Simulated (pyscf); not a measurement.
Elementary routes open to `[SiH3][SeH]` + `[FH]` in the gas phase (singlet surface):
A. `[F][SiH2][SeH]` + `[H][H]` (H–Si, F–H broken; F–Si, H–H formed)
B. `[SeH2]` + `[F][SiH3]` (Se–Si, F–H broken; H–Se, F–Si formed)

Structures and frequencies: ωB97X-D3(BJ)/def2-SVP in PySCF.

Question: Rank the routes by free-energy barrier at 298 K, lowest first, for ωB97M-D3(BJ)/def2-TZVP energies (ideal gas, 1 atm, RRHO with modes under 100 cm⁻¹ raised to 100, one conformer, R ln 2 for chiral ones without a mode under 150 cm⁻¹).

Answer: B (32.9 kcal/mol), A (37.3 kcal/mol)

Route B is the fastest of these, ahead of the next by 4.4 kcal/mol. The most stable products are those of A (ΔG = -29.2 kcal/mol), whose barrier is 4.4 kcal/mol higher: the kinetic and the thermodynamic product differ. At 1200 K B is still the fastest. A: On the reactant side the descent ends in a complex, 5.7 kcal/mol under the separated species and 34.3 kcal/mol under the saddle at ωB97X-D3(BJ)/def2-TZVP. B: On the reactant side the descent ends in a complex, 5.7 kcal/mol under the separated species and 31.0 kcal/mol under the saddle at ωB97X-D3(BJ)/def2-TZVP. Only these routes are compared; each barrier is that of the saddle found, and lower ones may exist. Elements up to Kr have no core potential and no relativistic terms here.
